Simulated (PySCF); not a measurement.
Reproducing measurements on methyl formate

**The experiment to reproduce.**

From NIST CCCBDB Release 22 (SRD 101), experimental polarizabilities, for the gas: mean polarisability 5.05 Å³.

CORE65 (Golze, Keller, Rinke, J. Phys. Chem. Lett. 2020, 11, 1840), as tabulated in Jana, Herbert, J. Chem. Phys. 2023, 158, 094111, SI lists, for the gas: O 1s binding energy of O2 539.64 eV; O 1s binding energy of O4 538.24 eV.

The results are set against them at the end.

Methyl formate, C2H4O2.
Numbering: `[CH3:1][O:2][CH:3]=[O:4]` (hydrogens: H5, H6, H7 on C1; H8 on C3)

Cartesian coordinates in Å at the GFN2-xTB level; atoms count from 1:
```
atom  x, y, z in Å
C1    -1.0342   -0.0890   -0.0549
O2     0.2155   -0.6650    0.3213
C3     1.3086    0.0411    0.0966
O4     1.3788    1.1261   -0.3987
H5    -1.5704   -0.8209   -0.6573
H6    -0.8651    0.8259   -0.6252
H7    -1.6010    0.1347    0.8493
H8     2.1768   -0.5434    0.4443
```

The PySCF runs (gas phase, on this GFN2-xTB geometry; non-relativistic but for the core-level run):

```csv
level,job,basis functions,wall time
CAM-B3LYP/def2-SVPD,"8 singlets by full TDDFT, 3 Tamm–Dancoff triplets, polarisability",118,7.8 s
"delta-SCF UKS SCAN, pcX-2 on the ionised atom, pcseg-1 elsewhere, spin-free X2C","ΔSCF core ionisation, 4 holes",107,12 s
```

Hardware: one thread, x86-64 server, no GPU (shared host).

Results beside the measurements:

**Mean polarisability.** Measured: 5.05 Å³ (NIST CCCBDB Release 22 (SRD 101), experimental polarizabilities).

```csv
level,computed (Å³),computed − measured (Å³),% (from the printed values)
CAM-B3LYP/def2-SVPD,4.94,-0.11,-2
```

The computed values are static and purely electronic, with core orbitals frozen in the response (1 au = 0.148185 Å³). The table of measured values doesn't say here whether a value is static or optical, or holds a vibrational part. The measurement averages over conformers, the calculation has one.

**Core binding energies.** Delta-SCF UKS SCAN, pcX-2 on the ionised atom, pcseg-1 elsewhere, spin-free X2C (PySCF).

| level and atom | computed (eV) | measured (eV) | computed − measured (eV) |
| --- | --- | --- | --- |
| O 1s, O2 | 540.01 | 539.64 | +0.37 |
| O 1s, O4 | 538.21 | 538.24 | -0.03 |

Sources, in the order of the opening: CORE65 (Golze, Keller, Rinke, J. Phys. Chem. Lett. 2020, 11, 1840), as tabulated in Jana, Herbert, J. Chem. Phys. 2023, 158, 094111, SI. Against the first value of each row the mean signed difference is +0.17 eV and the largest in size +0.37 eV. The computed values are vertical, without vibrational structure; measured positions hang on the energy calibration. 

The geometry is computed, not the measured one. Where a level misses, the cause wasn't examined.
